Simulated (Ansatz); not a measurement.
# CH4BN: ladder of methods at one geometry, by script

How do the methods compare on CH4BN, in result and in cost? Wanted for CH4BN: a ladder of methods at one geometry.

Computed with Ansatz 0.2.0, driven from Python. The levels of theory stand in the script.

### Step 1. The structure

Bond lengths: B1–C2 1.506 Å, C2–N3 1.265 Å, B1–H4 1.142 Å, B1–H5 1.236 Å, C2–H6 1.101 Å, N3–H7 1.088 Å. Angles: B1–C2–N3 117.4°, B1–C2–H6 120.6°, N3–C2–H6 122.0°, C2–B1–H4 122.9°, C2–B1–H5 120.2°, H4–B1–H5 116.8°, C2–N3–H7 119.1°.

No structure file is read: the coordinates are typed or built in the script.

### Step 2. The code

File methods.py:

```python
from pathlib import Path

import ansatz
from ase import Atoms
import numpy as np

atoms = Atoms(["B", "C", "N", "H", "H", "H", "H"], positions=[
    (-0.86, 0.3047, -0.6015),
    (0.3214, 0.0944, 0.3091),
    (0.8489, -1.0556, 0.3222),
    (-1.2612, -0.5084, -1.295),
    (-1.4175, 1.4071, -0.6533),
    (0.7069, 0.9201, 0.9265),
    (1.7228, -1.2302, 0.9462),
])
molecule = ansatz.Crystal.molecule_from_ase(atoms)

calc = molecule.calculation().basis(gaussian="cc-pVDZ")

print("functional    E (Ha)        dipole (D)   HOMO (eV)  LUMO (eV)")
for name in ["lc_wpbe", "lda", "r2scan0", "blyp", "hse06", "pbe0"]:
    report = calc.functional(name).forces().orbitals().run(threads=1, runs_dir="runs").report
    lines = Path(report["orbitals_path"]).read_text().splitlines()
    field_of = lambda key: [line.split("=")[1].strip() for line in lines if line.startswith(key)]
    orbitals = [(27.211386 * float(e), s, float(n)) for e, s, n in zip(field_of("Ene="), field_of("Spin="), field_of("Occup="))]
    homo = max(e for e, _, n in orbitals if n > 0.5)
    lumo = min(e for e, _, n in orbitals if n < 0.5)
    dipole = 4.803205 * np.linalg.norm(report["charge_distribution"]["dipole_moment_e_ang"])
    print(f"{name:10s} {report['free_energy_ev'] / 27.211386246:14.6f} {dipole:9.3f} {homo:11.3f} {lumo:10.3f}")
```

### Step 3. The calls as engine input

The package turns the script's settings into the engine's input (first run):

```yaml
crystal:
  periodic: [false, false, false]
  atoms:
    - { symbol: B, position_ang: [-0.86, 0.3047, -0.6015] }
    - { symbol: C, position_ang: [0.3214, 0.0944, 0.3091] }
    - { symbol: "N", position_ang: [0.8489, -1.0556, 0.3222] }
    - { symbol: H, position_ang: [-1.2612, -0.5084, -1.295] }
    - { symbol: H, position_ang: [-1.4175, 1.4071, -0.6533] }
    - { symbol: H, position_ang: [0.7069, 0.9201, 0.9265] }
    - { symbol: H, position_ang: [1.7228, -1.2302, 0.9462] }
basis:
  gaussian:
    orbitals: cc-pVDZ
hamiltonian:
  xc: lc_wpbe
output:
  orbitals: {}
  forces: true
```

### Step 4. Launch

Launch:

```
$ python methods.py
```

The program printed:

```text
functional    E (Ha)        dipole (D)   HOMO (eV)  LUMO (eV)
lc_wpbe       -119.956667     1.798     -10.071     -0.040
lda           -118.908269     1.839      -5.754     -3.784
r2scan0       -119.956700     1.792      -7.512     -2.336
blyp          -119.991689     1.731      -5.626     -3.339
hse06         -119.887069     1.786      -6.885     -2.860
pbe0          -119.894140     1.786      -7.292     -2.470
```

It took 14 s on 1 thread of Arm Neoverse N1, shared host; peak memory 0.19 GiB.

### Step 5. What changed from run to run

The engine's inputs for some of the other runs:

Run 3, against run 1:

```diff
@@ -15 +15 @@
-  xc: lc_wpbe
+  xc: r2scan0
```

Run 4, against run 1:

```diff
@@ -15 +15 @@
-  xc: lc_wpbe
+  xc: blyp
```

Run 5, against run 1:

```diff
@@ -15 +15 @@
-  xc: lc_wpbe
+  xc: hse06
```

Lines on the test bed's own set-up are left out of the output.

### Step 6. Run by run

The 6 runs, in the order started:

```tsv
run	functional	energy (eV)	SCF cycles	CPU time (s)
1	lc_wpbe	-3264.1872	16	2.3
2	lda	-3235.6588	16	1.1
3	r2scan0	-3264.1881	14	3.7
4	blyp	-3265.1402	16	1.8
5	hse06	-3262.2933	13	2.3
6	pbe0	-3262.4858	14	2
```

Totals hang on method, basis and potentials, so only like runs compare.

The fields below are those of run 1.

### Step 7. The molecule's orbitals and density

The fields below are evaluated on a grid from the run's orbitals.

Frontier orbitals at LC-ωPBE/cc-pVDZ, with the share of their density that lies nearest to each atom:

```tsv
orbital	energy (eV)	lies on
HOMO-1	-12.25	H5 43 %; H4 29 %; B1 20 %
HOMO	-10.07	N3 58 %; H6, H7 about 12 % each; C2 8 %
LUMO	-0.04	B1 40 %; N3 24 %; C2 13 %
```

ELF in a plane through or near 7 of the atoms.

Ten even steps from '0' (0.00) to '9' (1.00):
```
0000000000000000000000000000
0000000000000000000000000000
0000000000000000000000000000
0000000000466500000000000000
0000000003899920001221000000
0000000016999950017997200000
0000000004999951059999730000
0000000000799952389999960000
0000268621364278589999970000
0000799986673388328999730000
0000899998685496785776310000
0000799997645355348621000000
0000257678786115999962000000
0000001158997206999995000000
0000000047995104999995000000
0000000013551001899951000000
0000000000110000577510000000
0000000000000000000000000000
0000000000000000000000000000
0000000000000000000000000000
```
The map spans 9.8 Å across and 7.9 Å up, centred on the molecule. Atoms in the plane (x, y in Å): B1 (1.1, -0.2), C2 (-0.4, 0.3), N3 (-1.2, -0.6), H4 (1.4, -1.3), H5 (2.0, 0.7), H6 (-0.6, 1.4), H7 (-2.3, -0.3).

On the surface of density 0.002 e/bohr³ the electrostatic potential runs, from the 1st to the 99th percentile, from -1.74 V near N3 to 1.60 V near B1.

### Step 8. Outcome

| quantity | value |
| --- | --- |
| runs compared | 6 |
| HOMO-LUMO gap of the mean field (LC-ωPBE/cc-pVDZ) | 10.03 eV |

**Reading.** All 6 runs converged (13 to 16 cycles). What to keep in mind:
- The geometry is a force-field or estimated start, not a minimum of this method, and the basis set is short of its limit. A lower total doesn't mark the better method: functionals have no common bound, and MP2 and coupled cluster aren't variational.
- Levels such as HOMO and LUMO are orbital energies: with these approximate functionals they aren't the ionisation energy and electron affinity, and their gap isn't the fundamental gap.
- hse06 follows the composition of plane-wave codes, whose totals differ by tens of mHa, up to about 0.1 Ha, from the form usual in Gaussian-basis programs (wpbeh).
